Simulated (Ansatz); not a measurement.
Calculation: frozen-core CCSD(T)/def2-TZVPP // B3LYP-D3(BJ)/def2-SVP (Ansatz, a program for electronic structure).

Ansatz 0.2 input:
```yaml
crystal:
  periodic: [false, false, false]
  atoms:
    - { symbol: C, position_ang: [-0.487647, 0.015938, 0.018578] }
    - { symbol: C, position_ang: [0.969667, -0.031694, -0.036941] }
    - { symbol: N, position_ang: [2.126249, -0.069491, -0.081003] }
    - { symbol: H, position_ang: [-0.921155, -0.648621, -0.743966] }
    - { symbol: H, position_ang: [-0.843215, -0.306901, 1.008722] }
    - { symbol: H, position_ang: [-0.843898, 1.040771, -0.165389] }
basis:
  gaussian: { orbitals: def2-TZVPP }
correlation:
  method: ccsd_t
```

Output:

```
Functional definition: HF
806 factors; integrals over basis functions are off by at most 1.2e-3 eV
mean field evaluation 1: about -3588.5746 eV, gradient 3.2e1 eV
mean field evaluation 2: about -3588.5824 eV, gradient 3.2e1 eV
mean field evaluation 4: about -3591.1991 eV, gradient 4.4e0 eV
mean field evaluation 8: about -3591.2721 eV, gradient 3.0e-4 eV
mean field evaluation 16: about -3591.2631 eV, gradient 2.9e-1 eV
mean field -3591.27206725 eV, -131.9768142200 hartree, gradient 1.9e-6 eV, S^2 0.000000; 0 other end points of the search recorded, 0 dependent functions left out
3 core orbitals not correlated
reference -3591.27206725 eV, -131.9768142200 hartree; 8, 8 occupied and 124, 124 virtual orbitals, 806 factors
second order -14.00381423 eV of doubles, -0.00000000 eV of singles
cycle   1  -13.87625450 eV  change    1.3e-1 eV  update   9.3e-2
cycle   2  -14.30306764 eV  change   -4.3e-1 eV  update   2.8e-2
cycle   3  -14.39543305 eV  change   -9.2e-2 eV  update   1.3e-2
cycle   4  -14.39414045 eV  change    1.3e-3 eV  update   3.2e-3
cycle   5  -14.39689970 eV  change   -2.8e-3 eV  update   1.3e-3
cycle   6  -14.39731420 eV  change   -4.1e-4 eV  update   3.0e-4
cycle   7  -14.39736619 eV  change   -5.2e-5 eV  update   8.2e-5
cycle   8  -14.39741519 eV  change   -4.9e-5 eV  update   2.1e-5
cycle   9  -14.39742291 eV  change   -7.7e-6 eV  update   6.6e-6
perturbative correction -0.68017129 eV, -0.0249958338 hartree
Total energy: -3606.34966145 eV, -132.5309055867 hartree
```

Cost: about 16 core-seconds (a rough figure).
